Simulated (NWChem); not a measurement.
# One shape, several levels: CH4BO (SMILES [BH]OC)

Aim: a comparison of 5 runs (UHF/STO-3G, UHF/3-21G, UHF/def2-SVPD, UB3LYP/6-31G*) of CH4BO. 

The calculation is run with NWChem 7.3.0.

**1. Starting point**

CH4BO has 7 atoms, charge 0, and is taken as a doublet. SMILES: `[BH]OC`. The coordinates come from a PBE0-D4/def2-TZVP relaxation. This is one conformer, not always the lowest.

Bond lengths: B1–O2 1.320 Å, O2–C3 1.426 Å, B1–H4 1.207 Å, C3–H5 1.093 Å, C3–H6 1.090 Å, C3–H7 1.090 Å. Angles: B1–O2–C3 124.1°, O2–B1–H4 124.7°, O2–C3–H5 110.9°, O2–C3–H6 108.4°, O2–C3–H7 108.4°, H5–C3–H6 109.9°, H5–C3–H7 109.9°, H6–C3–H7 109.2°.

**2. Energy and forces at UHF/STO-3G (run 1)**

Input file sp.xyz:

```xyz
7

B     -1.319600    -1.025700    -0.172900
O     -0.272400    -0.707100     0.564500
C      0.642200     0.338600     0.243900
H     -1.628500    -0.474200    -1.201600
H      0.357800     0.834000    -0.687600
H      0.643000     1.059300     1.062300
H      1.638900    -0.092800     0.145600
```

Input file run.py:

```python
from ase.io import read
from ase.calculators.nwchem import NWChem

system = read('sp.xyz')

calc = NWChem(
    label='sp',
    theory='scf',
    memory='2200 mb',
    basis='STO-3G',
    basispar='spherical bse',
    scf={'nopen': '1', 'uhf': None, 'thresh': '1e-08', 'maxiter': '80'},
)
system.calc = calc

forces = system.get_forces()
e = system.get_potential_energy()
print(f"E = {e:.6f} eV")
print("forces (eV/A):")
for s, f in zip(system.symbols, forces):
    print(f"{s:2s} {f[0]:10.5f} {f[1]:10.5f} {f[2]:10.5f}")
```

The run is started by

```bash
$ export ASE_NWCHEM_COMMAND="nwchem PREFIX.nwi > PREFIX.nwo"
$ python run.py
```

The log of the run:

```text
E = -3752.581500 eV
forces (eV/A):
B    -0.46424    0.50908   -1.14388
O    -0.22276   -0.44568    0.31789
C    -0.23988   -0.01851   -0.23634
H     0.41061   -0.51278    1.09040
H     0.19679    0.16666    0.00375
H     0.11174    0.20605    0.02833
H     0.20775    0.09518   -0.06022
```

The calculator wrote sp.nwi:

```
title "sp"

permanent_dir sp

scratch_dir sp

start sp

geometry units angstrom nocenter noautosym noautoz
  B  -1.3196000000000001e+00 -1.0257000000000001e+00 -1.7290000000000000e-01
  O  -2.7239999999999998e-01 -7.0709999999999995e-01 5.6450000000000000e-01
  C  6.4219999999999999e-01 3.3860000000000001e-01 2.4390000000000001e-01
  H  -1.6285000000000001e+00 -4.7420000000000001e-01 -1.2016000000000000e+00
  H  3.5780000000000001e-01 8.3399999999999996e-01 -6.8759999999999999e-01
  H  6.4300000000000002e-01 1.0592999999999999e+00 1.0623000000000000e+00
  H  1.6389000000000000e+00 -9.2799999999999994e-02 1.4560000000000001e-01
end

memory 2200 mb

basis spherical bse noprint
   * library STO-3G
end

scf
  nopen 1
  uhf
  thresh 1e-08
  maxiter 80
end

task scf gradient
```

sp.nwo:

```text
Northwest Computational Chemistry Package (NWChem) 7.3.0
             --------------------------------------------------------

           Job information
           ---------------

    nwchem branch   = 7.3.0
    use scalapack   = T
    input           = sp.nwi
    prefix          = sp.
    data base       = sp/sp.db
    status          = startup
    nproc           =        1

           Memory information
           ------------------

[... 5 lines left out ...]
    hardfail = no
[... 128 lines left out ...]
 1-e energy   =    -316.836489
[... 9 lines left out ...]
 Convergence threshold     :          1.000E-08
[... 17 lines left out ...]
      One electron energy =   -316.603299664795
[... 9 lines left out ...]
          Final alpha eigenvalues
[... 193 lines left out ...]
                     UHF Final Beta Molecular Orbital Analysis
[... 237 lines left out ...]
                 ----------------------------------------
                 |  Time  |  1-e(secs)   |  2-e(secs)   |
                 ----------------------------------------
                 |  CPU   |       0.00   |       0.31   |
                 ----------------------------------------
                 |  WALL  |       0.00   |       0.31   |
                 ----------------------------------------

 Task  times  cpu:        1.8s     wall:        1.8s
 Total times  cpu:        1.8s     wall:        1.8s
```

Run time: 3.3 s. Hardware: 1 thread of Intel Xeon Platinum 8259CL at 2.50GHz (Skylake/Cascade Lake), shared host; peak memory 0.1 GiB.

**3. Energy and gradient at UHF/3-21G (run 2)**

Input file run.xyz:

```xyz
7
CH4BO hf
B     -1.319600    -1.025700    -0.172900
O     -0.272400    -0.707100     0.564500
C      0.642200     0.338600     0.243900
H     -1.628500    -0.474200    -1.201600
H      0.357800     0.834000    -0.687600
H      0.643000     1.059300     1.062300
H      1.638900    -0.092800     0.145600
```

Input file run.py:

```python
from ase.io import read
from ase.calculators.nwchem import NWChem

atoms = read('run.xyz')

calc = NWChem(
    label='run',
    theory='scf',
    memory='2200 mb',
    basis='3-21G',
    basispar='spherical bse',
    scf={'nopen': '1', 'uhf': None, 'thresh': '1e-08', 'maxiter': '80'},
)
atoms.calc = calc

forces = atoms.get_forces()
print(f"energy = {atoms.get_potential_energy():.6f} eV")
print("forces (eV/A):")
for s, f in zip(atoms.symbols, forces):
    print(f"{s:2s} {f[0]:10.5f} {f[1]:10.5f} {f[2]:10.5f}")
```

The run is started by

```bash
$ export ASE_NWCHEM_COMMAND="nwchem PREFIX.nwi > PREFIX.nwo"
$ python run.py
```

The log of the run:

```text
energy = -3780.539249 eV
forces (eV/A):
B    -1.70917   -0.63198   -1.06253
O     0.76516   -0.01136    0.84553
C     1.07395    0.91187    0.02160
H     0.04571   -0.10727    0.18440
H     0.14743   -0.13704    0.33188
H     0.02196   -0.22446   -0.32926
H    -0.34504    0.20029    0.00838
```

The calculator wrote run.nwi:

```
title "run"

permanent_dir run

scratch_dir run

start run

geometry units angstrom nocenter noautosym noautoz
  B  -1.3196000000000001e+00 -1.0257000000000001e+00 -1.7290000000000000e-01
  O  -2.7239999999999998e-01 -7.0709999999999995e-01 5.6450000000000000e-01
  C  6.4219999999999999e-01 3.3860000000000001e-01 2.4390000000000001e-01
  H  -1.6285000000000001e+00 -4.7420000000000001e-01 -1.2016000000000000e+00
  H  3.5780000000000001e-01 8.3399999999999996e-01 -6.8759999999999999e-01
  H  6.4300000000000002e-01 1.0592999999999999e+00 1.0623000000000000e+00
  H  1.6389000000000000e+00 -9.2799999999999994e-02 1.4560000000000001e-01
end

memory 2200 mb

basis spherical bse noprint
   * library 3-21G
end

scf
  nopen 1
  uhf
  thresh 1e-08
  maxiter 80
end

task scf gradient
```

run.nwo:

```text
Northwest Computational Chemistry Package (NWChem) 7.3.0
             --------------------------------------------------------

           Job information
           ---------------

    nwchem branch   = 7.3.0
    use scalapack   = T
    input           = run.nwi
    prefix          = run.
    data base       = run/run.db
    status          = startup
    nproc           =        1

           Memory information
           ------------------

[... 5 lines left out ...]
    hardfail = no
[... 128 lines left out ...]
 1-e energy   =    -314.882049
[... 9 lines left out ...]
 Convergence threshold     :          1.000E-08
[... 16 lines left out ...]
      One electron energy =   -316.306177377206
[... 9 lines left out ...]
          Final alpha eigenvalues
[... 222 lines left out ...]
                     UHF Final Beta Molecular Orbital Analysis
[... 259 lines left out ...]
                 ----------------------------------------
                 |  Time  |  1-e(secs)   |  2-e(secs)   |
                 ----------------------------------------
                 |  CPU   |       0.00   |       0.32   |
                 ----------------------------------------
                 |  WALL  |       0.00   |       0.32   |
                 ----------------------------------------

 Task  times  cpu:        1.9s     wall:        1.9s
 Total times  cpu:        2.0s     wall:        2.0s
```

Wall time 3.6 s (1 thread of Intel Xeon Platinum 8259CL at 2.50GHz (Skylake/Cascade Lake), shared host); peak memory 0.1 GiB.

Runs 3 to 4 aren't shown in full; the table further down has their settings and results.

**4. Energy and gradient at UB3LYP/6-31G(d) (Cartesian functions) (run 5)**

Input file sp.nw:

```
echo
start sp
memory 2200 mb

geometry units angstroms noautosym nocenter noautoz
  B     -1.319600    -1.025700    -0.172900
  O     -0.272400    -0.707100     0.564500
  C      0.642200     0.338600     0.243900
  H     -1.628500    -0.474200    -1.201600
  H      0.357800     0.834000    -0.687600
  H      0.643000     1.059300     1.062300
  H      1.638900    -0.092800     0.145600
end

basis cartesian
  * library 6-31G*
end

dft
  xc b3lyp
  mult 2
  grid xfine
  convergence energy 1e-08
  maxiter 100
  mulliken
end

task dft gradient
```

The run is started by

```bash
$ nwchem sp.nw > sp.out
```

The log of the run:

```text
[...]
          Wavefunction type:  spin polarized.
          No. of atoms     :     7
          No. of electrons :    23
[...]
          Charge           :     0
          Spin multiplicity:     2
[...]
          AO basis - number of functions:    53
[...]
              XC Information
              --------------
                         B3LYP Method XC Potential
                     Hartree-Fock (Exact) Exchange  0.200
                        Slater Exchange Functional  0.800 local
                    Becke 1988 Exchange Functional  0.720 non-local
              Lee-Yang-Parr Correlation Functional  0.810
                  VWN I RPA Correlation Functional  0.190 local
[...]
 d= 0,ls=0.0,diis     1   -140.4742751840 -2.05D+02  1.01D-02  1.20D-01     5.3
[...]
 d= 0,ls=0.0,diis    12   -140.5351654130 -6.11D-10  1.38D-07  5.31D-11    51.3
[...]
         Total DFT energy =     -140.535165412994
      One electron energy =     -317.718794856568
           Coulomb energy =      132.105186631264
    Exchange-Corr. energy =      -19.557743980399
 Nuclear repulsion energy =       64.636186792709
[...]
      Total Density - Mulliken Population Analysis
     ---------------------------------------------
    Atom       Charge   Shell Charges
 -----------   ------   -------------------------------------------------------
    1 B    5     4.91   1.99  0.55  1.29  0.57  0.42  0.08
    2 O    8     8.31   1.99  0.90  2.95  0.86  1.58  0.02
    3 C    6     6.22   1.99  0.69  2.07  0.58  0.83  0.05
    4 H    1     1.05   0.51  0.54
    5 H    1     0.85   0.53  0.31
    6 H    1     0.83   0.53  0.30
    7 H    1     0.83   0.53  0.30
[...]
      <S2> =      0.7517 (Exact =     0.7500)
[...]
  wavefunction    = open shell
[...]
```

Wall time 62 s (1 thread of Intel Xeon Platinum 8259CL at 2.50GHz (Skylake/Cascade Lake), shared host); peak memory 0.13 GiB.

**5. Overview of the runs**

| run | level | iteration cap | module | energy (Eh) | dipole moment (D) | HOMO energy (eV) | LUMO energy (eV) | wall time |
| --- | --- | --- | --- | --- | --- | --- | --- | --- |
| 1 | UHF/STO-3G | 80 | scf | -137.904828 | 1.35 | -6.88 | 8.56 | 3.3 s |
| 2 | UHF/3-21G | 80 | scf | -138.932256 | 2.52 | -8.57 | 3.77 | 3.6 s |
| 3 | UHF/def2-SVPD | 80 | scf | -139.608594 | 2.31 | -8.85 | 2.07 | 42 s |
| 4 | UB3LYP/6-31G* (spherical functions) | 100 | dft | -140.532907 | 2.26 | -4.83 | -0.71 | 61 s |
| 5 | UB3LYP/6-31G* (Cartesian functions) | 100 | dft | -140.535165 | 2.25 | -4.84 | -0.71 | 62 s |

**6. Outcome**

```
                                 quantity          value
                      run 5: total energy  -140.53517 Eh
                     run 5: dipole moment         2.25 D
run 5: HOMO energy (highest over α and β)       -4.84 eV
 run 5: LUMO energy (lowest over α and β)       -0.71 eV
                              run 5: ⟨S²⟩          0.752
          run 5: largest force on an atom     0.414 eV/Å
```

**Reading.** The dipole moment (its size) runs from 1.35 D (UHF/STO-3G) to 2.52 D (UHF/3-21G). In run 1 the basis is minimal, so the values are rough. All runs together took 2.9 min, the longest 62 s.
